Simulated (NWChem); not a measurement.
# Electron attachment to Al (+1)

```xyz
1

Al     0.0000     0.0000     0.0000
```
Charge +1, spin multiplicity 1.

The numbers come from NWChem runs, not from measurements.

Basis set: def2-TZVPD. −ε marks an orbital energy of the parent.

Question: For the vertical electron affinity, −ε(LUMO) of HF gives 5.29 eV and −ε(LUMO) of M06-2X gives 7.41 eV. What do −ε(LUMO) of PBE, G0W0@PBE, −ε(LUMO) of TPSS give?

Answer: −ε(LUMO) of PBE: 9.05 eV; G0W0@PBE: 6.01 eV; −ε(LUMO) of TPSS: 9.01 eV.
